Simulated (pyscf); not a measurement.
Single points on ωB97X-D3(BJ)/def2-SVP structures (PySCF, gas phase). MP2 and CC: frozen core, UHF for open shells. ΔMP2 is the change of the MP2 total energy from the triple- to the quadruple-zeta basis.

**Question.** How much does it cost (ΔH, 298 K, CCSD(T)/def2-TZVPP + ΔMP2(QZVPP)) to split H₂C=SnH₂ (SMILES [CH2]=[SnH2]) at its H–Sn bond into [H₂C=SnH]• + H•?

**Answer.** H–Sn to [H₂C=SnH]• + H•: 67.4 kcal/mol. The radicals are drawn with the spin at the cut bond; how far it spreads was not checked. H₂C=SnH₂ lies 38.8 kcal/mol over its isomer H₃C–SnH: [singlet] (electronic energy, ωB97M-D3(BJ)). Other isomers of [H₂C=SnH]• were not searched in full and may lie lower. The CCSD(T) − MP2 part came from Ansatz, without density fitting, on the same reference. A UHF reference is spin-contaminated (<S²> up to 0.87), which harms MP2 most. The frozen core leaves the outer d or s,p core shells of the metals and heavy elements correlated in the MP2 and CC values, and def2-TZVPP describes them poorly, which can shift differences by a few kcal/mol. Elements past Kr carry the def2 core potentials, without spin-orbit coupling.
